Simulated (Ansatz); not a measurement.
Results of LDA (PAW; Ansatz, a first-principles code) for antifluorite Mg2Sn.

Numerical settings: plane-wave cutoff 520 eV, 20×20×20 k mesh, Fermi–Dirac smearing 0.05 eV, scalar-relativistic PAW data made under PBE.

Cell (measured lattice):

```
CELL_PARAMETERS angstrom
      0.00000     3.38324     3.38324
      3.38324     0.00000     3.38324
      3.38324     3.38324     0.00000
ATOMIC_POSITIONS crystal
  Mg 0.25000 0.25000 0.25000
  Mg 0.75000 0.75000 0.75000
  Sn 0.00000 0.00000 0.00000
```

Q: Give the computed polycrystal shear modulus (Hill average), elastic constant C12, elastic constant C44, Voigt–Reuss–Hill bulk modulus and elastic constant C11.

A: 
- polycrystal shear modulus (Hill average): 28.1 GPa
- elastic constant C12: 22.2 GPa
- elastic constant C44: 31.4 GPa
- Voigt–Reuss–Hill bulk modulus: 38.0 GPa
- elastic constant C11: 69.7 GPa

Note: the solid has no gap at this level, which affects its response; the cell isn't this level's own, so it is under some stress, which shifts stiffness and frequencies.

Elastic constants are with the ions relaxed.

Spin–orbit coupling is not included.

Computed values are for the static lattice.
